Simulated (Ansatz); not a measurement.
**Mixing energy, order and entropy in AgPd₃Ru₅Pt₅Rh₂**

Theory: Ansatz, DFT PBE, scalar-relativistic, plane waves, PAW.

Cutoff 420 eV; k points 6×6×6 on the computed 16-atom cell (Γ-centred); Gaussian smearing, width 0.10 eV; no spin polarisation.

Cells of 16 atoms on a fcc lattice, 1 Ag, 5 Ru, 3 Pd, 2 Rh, 5 Pt, each occupation relaxed without symmetry on a coarser mesh and computed once more. α is the first-shell Warren–Cowley parameter of unlike pairs (negative: unlike neighbours in excess, 0: random), given as its mean and root mean square over the pairs, since a mean near 0 can hide order that cancels. ΔH counts from the elements in their standard crystals.

```
cell mean α  rms α  ΔH (meV/atom) V (Å³/atom) rms shift from sites (Å)
   1   -0.05   0.13             89        14.84                      0.06
   2   -0.12   0.24             90        14.83                      0.05
   3   -0.02   0.17            100        14.84                      0.06
```

Weigh the mixing energy against the ideal entropy.

Ideal mixing gives S = −k_B Σ x ln x = 1.474 k_B per atom (12.3 J/(mol K)), worth 127 meV/atom at 1000 K. The cell nearest to random, 1, has ΔH = 89 meV/atom. Against the pure elements it breaks even at T = ΔH/S = 700 K; above that the solution beats the pure elements, but parting into two partly mixed solutions pays up to a higher temperature (2ΔH/k_B, 1.4 times as high, for a regular binary solution at equal shares), and compounds may beat both. ΔH includes the cost of putting the elements on this lattice where they prefer another, and what the coarser relaxation leaves, which can only raise it; vibrational entropy is left out. An error of 8 meV/atom in ΔH, as mesh and relaxation can leave, moves such a temperature by 60 K, and the spread of these cells, 11 meV/atom, by 90 K.

The final mesh leaves forces up to 0.09 eV/Å and stresses up to 0.4 GPa.

Spin–orbit coupling is left out, which can shift energies with elements as heavy as these. Spin polarisation was left out, and a magnetic state may lie lower.

Cost: 6 runs of about 51 core-minutes in all (earlier runs that led there not counted), on Intel Xeon Platinum 8259CL (Skylake/Cascade Lake) (shared hosts).